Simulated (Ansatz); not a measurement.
A calculation with Ansatz (development build ahead of 0.2.0).

```yaml
crystal:
  periodic: [false, false, false]
  atoms:
    - { symbol: O, position_ang: [0.0, 0.0, -0.60344] }
    - { symbol: F, position_ang: [0.0, 0.0, 0.60344] }
basis:
  gaussian: { orbitals: def2-SVP }
total_charge: 1
magnetization:
  initial_magnetization: 2
hamiltonian:
  xc: hf
correlation:
  method: ccsd_t
  frozen_orbitals: { F: 1, O: 1 }
```

The input is written out in the form of the current development build from the run's settings. Correlation on restricted open-shell orbitals is semicanonical, with singles.

Output:

* Converged: yes
* Reference energy: -173.52106 hartree
* Correlation energy: -0.36103 hartree
* Total energy: -173.88209 hartree
* Stability test: minimum among restricted orbitals
